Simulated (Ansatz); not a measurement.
**SiHO+: geometry and frequencies at several levels**

The task, for SiHO+: geometry and frequencies at several levels. Charge +1.

Computed with Ansatz 0.2.0 (the levels named in each step, unless a step's input says otherwise).

## (1) Starting point

Bond lengths: O1–Si2 1.529 Å, O1–H3 0.969 Å. Angles: Si2–O1–H3 180.0°.

Structure file:

```xyz
3

O     0.0000    0.0000   -0.1866
Si    0.0000    0.0000    1.3420
H     0.0000    0.0000   -1.1554
```

## (2) A rough first relaxation, PBE-D4/def2-SVP

File input.yaml:

```yaml
crystal:
  periodic: [false, false, false]
  atoms:
    - { symbol: O, position_ang: [0.0, 0.0, -0.18661] }
    - { symbol: Si, position_ang: [0.0, 0.0, 1.34197] }
    - { symbol: H, position_ang: [0.0, 0.0, -1.15535] }
total_charge: 1
basis:
  gaussian: { orbitals: def2-SVP }
hamiltonian:
  xc: pbe
  dispersion: d4
relax:
  f_tol: 0.03
  max_steps: 200
```

Command:

```console
> ansatz run input.yaml --threads 1 --pin off --max-ram 2560MiB --backend cpu --events-out ev --progress --plain --runs-dir out
```

The runs that follow: Relaxation, HF/STO-3G; Frequencies, HF/STO-3G; Relaxation, HF/6-31G*; Frequencies, HF/6-31G*; Relaxation, LDA/def2-SVP; Frequencies, LDA/def2-SVP; Relaxation, PBE-D4/def2-SVP; Frequencies, PBE-D4/def2-SVP; Relaxation, PBE0-D4/def2-TZVPP; Relaxation, MP2/def2-TZVPP; Frequencies, MP2/def2-TZVPP.

**Question.** What will these runs give? Wanted: O1–Si2 at MP2/def2-TZVPP; frequencies at MP2/def2-TZVPP.

The runs gave:

```
                     quantity             value
     O1–Si2 at MP2/def2-TZVPP           1.543 Å
frequencies at MP2/def2-TZVPP  377 to 3823 cm⁻¹
```

In words: The O–Si distance spreads over 0.080 Å, from HF/STO-3G (shortest) to PBE-D4/def2-SVP. No mode is imaginary, so the geometry is a minimum.
